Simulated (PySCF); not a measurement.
# How methods differ on the ionisation energy of Ne

Ne [Ne] (1S) → Ne⁺ [He] 2s2 2p5 (2P), as a difference of total energies. All numbers are calculated (PySCF 2.14, the non-relativistic Hamiltonian (point nucleus), in pcseg-2 (4s3p2d1f, 30 functions)). Correlated levels: valence: 1s2 frozen. The calculations carry no spin-orbit coupling.

| method | ionisation energy (eV) | error (eV) |
| --- | --- | --- |
| UHF | 19.704 | -1.893 |
| PBE | 21.687 | +0.090 |
| LDA | 22.203 | +0.606 |
| MP2 (valence) | 21.612 | +0.015 |
| SCS-MP2 (valence) | 21.464 | -0.133 |
| CCSD (valence) | 21.354 | -0.243 |
| CCSD(T) (valence) | 21.406 | -0.191 |

Reference: 21.597 eV (measured; NIST levels, between the centres of gravity of the two terms).

Errors of the correlated levels include the incompleteness of this basis and the frozen core.
